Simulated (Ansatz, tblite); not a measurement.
**The cluster Pt3+: one state, many levels**

How do method and basis change the picture of the cluster Pt3+ (doublet)?

Computed with Ansatz 0.2.0, Gaussian basis. Level: as each input shows.

The runs, in order: GFN1-xTB, GFN2-xTB, PBE-D4/def2-TZVP, r2SCAN-D4/def2-TZVP, LC-ωPBE/def2-TZVP, B2PLYP/def2-TZVP, revPBE-D4/def2-TZVP, BLYP-D4/def2-TZVP, B97M-V/def2-TZVP, PBE-D4/def2-SVP, PBE0-D4/def2-SVP, CCSD(T)/def2-TZVP, RPA/def2-TZVP.

2 further runs of the same task are left out: 2 set aside as unsound or not needed. Runs told in other sessions of the task aren't counted.

### 1 The structure

The geometry is that of the doublet, from an earlier relaxation (B3LYP-D4/def2-TZVP). At that level it is the lowest of the isomers that a small search found.

3 atoms, charge 1, spin multiplicity 2.

Bond lengths: Pt1–Pt2 2.546 Å, Pt1–Pt3 2.492 Å, Pt2–Pt3 2.425 Å. Angles: Pt2–Pt1–Pt3 57.6°, Pt1–Pt2–Pt3 60.1°, Pt1–Pt3–Pt2 62.3°.

Pt takes a core potential in the def2 sets. No spin-orbit coupling is included. The ion is computed in the gas phase, without counter-ions or solvent.

PBE0-D4/def2-TZVP was run before; its log isn't repeated, and its numbers join the tables.

### 2 GFN1-xTB

Tight binding, by tblite at 300 K electronic temperature and without a spin-polarisation term:

```python
tblite.interface.Calculator('GFN1-xTB', numbers, positions, charge=1, uhf=1).singlepoint()
```

Energy -347.5167 eV; 0.006 s.

### 3 GFN2-xTB

Tight binding, by tblite at 300 K electronic temperature and without a spin-polarisation term:

```python
tblite.interface.Calculator('GFN2-xTB', numbers, positions, charge=1, uhf=1).singlepoint()
```

Energy -359.1556 eV; 0.005 s.

### 4 PBE-D4/def2-TZVP

start.molden holds the orbitals of an earlier run on this state, given as this run's starting guess.

File in.yaml:

```yaml
crystal:
  periodic: [false, false, false]
  atoms:
    - {symbol: Pt, position_ang: [0.694653, -1.147334, -0.605958]}
    - {symbol: Pt, position_ang: [-1.344184, 0.355954, -0.352444]}
    - {symbol: Pt, position_ang: [0.649542, 0.791380, 0.958401]}
basis:
  gaussian: {orbitals: def2-TZVP, initial_orbitals: start.molden}
total_charge: 1
magnetization: {spin_polarized: true, initial_magnetization: 1}
hamiltonian: {xc: pbe, dispersion: d4}
scf: {omitted_lower_state_checks: [starts]}
output: {forces: true, orbitals: {seedname: orbitals}}
```

Launch:

```
> ansatz run in.yaml --threads 4 --pin off --events-out ev --progress --plain --max-ram 3916MiB
```

The runs that follow: r2SCAN-D4/def2-TZVP; LC-ωPBE/def2-TZVP; B2PLYP/def2-TZVP; revPBE-D4/def2-TZVP; BLYP-D4/def2-TZVP; B97M-V/def2-TZVP; PBE-D4/def2-SVP; PBE0-D4/def2-SVP; CCSD(T)/def2-TZVP; RPA/def2-TZVP.

**Question.** What will the summary of the whole plan be? Wanted: gap in def2-TZVP, named functionals, smallest and largest; correlation energy, CCSD(T)/def2-TZVP; ⟨S²⟩ in def2-TZVP, named functionals, smallest and largest; PBE0 total energy, smallest basis above largest.

**Answer**, as computed:

```
                                                  quantity                                value
 gap in def2-TZVP, named functionals, smallest and largest  0.07 eV (PBE-D4), 7.53 eV (LC-ωPBE)
                     correlation energy, CCSD(T)/def2-TZVP                            -31.67 eV
⟨S²⟩ in def2-TZVP, named functionals, smallest and largest                         1.165, 1.800
           PBE0 total energy, smallest basis above largest        0.72 eV (def2-SVP, def2-TZVP)
```

In words: Orbital gaps of the named functionals in def2-TZVP span 0.07 eV (PBE-D4) to 7.53 eV (LC-ωPBE); exact exchange widens it. Over the named functionals in def2-TZVP spin contamination reaches 1.05 (LC-ωPBE), and every level is far from pure, so all describe a mixture with higher spin. Notes on CCSD(T)/def2-TZVP: large T1 diagnostic, spin contamination, state flagged by the program.
